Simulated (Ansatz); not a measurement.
Process, species as SMILES: Cl (HCl) → Cl atom + H atom
B3LYP-D3(BJ)/def2-TZVP geometries, fixed; electronic energies without zero-point terms.

Energies in hartree at MP2 with Ansatz (a program for electronic structure); the bond dissociation energy is their sum with the coefficients shown, times 627.509 kcal/mol a hartree. All functions are spherical. Cores are frozen. Open shells are unrestricted. No added dispersion term, no relativity.

```csv
species,coefficient,part,cc-pV(D+d)Z,cc-pV(T+d)Z,cc-pV(Q+d)Z
Cl (HCl),-1,Hartree-Fock,-460.09154,-460.10776,-460.11172
Cl (HCl),-1,correlation,-0.14916,-0.20330,-0.22321
Cl atom,+1,Hartree-Fock,-459.47140,-459.48556,-459.48916
Cl atom,+1,correlation,-0.11260,-0.15854,-0.17550
H atom,+1,Hartree-Fock,-0.49928,-0.49981,-0.49995
```

**Question.** Predict the bond dissociation energy in cc-pV(5+d)Z (X = 5): let each Hartree-Fock step shrink by the ratio of the last two, and fit each correlation energy at X = 3 and 4 to E + A/X^3. Compare with the run.

**Answer.** 
- Cl (HCl): steps -0.01622 and -0.00396, ratio 0.244, so Hartree-Fock -460.11269 (run: -460.11243); A = (-0.20330 - (-0.22321))/(1/27 - 1/64) = 0.9299, correlation -0.22321 - A/64 + A/125 = -0.23030 (run: -0.23141).
- Cl atom: steps -0.01416 and -0.00360, ratio 0.254, so Hartree-Fock -459.49007 (run: -459.48973); A = (-0.15854 - (-0.17550))/(1/27 - 1/64) = 0.7921, correlation -0.17550 - A/64 + A/125 = -0.18154 (run: -0.18264).
- H atom: steps -0.00053 and -0.00014, ratio 0.264, so Hartree-Fock -0.49999 (run: -0.49999).
Predicted 107.55 kcal/mol; the run in cc-pV(5+d)Z gives 107.61, a miss of -0.06. Keeping the value in cc-pV(Q+d)Z, 106.88, would miss by -0.73. All sums are of the energies as printed.
